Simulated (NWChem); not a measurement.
# CH cation, singlet

```xyz
2

C      0.0000     0.0000    -0.1416
H      0.0000     0.0000     0.9988
```
Atoms are numbered in this order, from 1.

Low-valent species are run as closed-shell singlets; no triplet was tried in these runs. All runs use the structure optimised with PBE0-D3(BJ)/def2-TZVP.

Q: List the 4 lowest vertical singlet excitations from PBE/6-31G* (spherical d), TDA (NWChem).

A: 
```json
[
 {"state": "S1", "energy (eV)": "3.11", "oscillator strength": "0.013", "leading excitation (squared amplitude)": "HOMO → LUMO+1 (0.98)"},
 {"state": "S2", "energy (eV)": "3.11", "oscillator strength": "0.013", "leading excitation (squared amplitude)": "HOMO → LUMO (0.98)"},
 {"state": "S3", "energy (eV)": "13.70", "oscillator strength": "0.603", "leading excitation (squared amplitude)": "HOMO → LUMO+2 (0.96)"},
 {"state": "S4", "energy (eV)": "13.96", "oscillator strength": "0.405", "leading excitation (squared amplitude)": "HOMO−1 → LUMO (0.97)"}
]
```
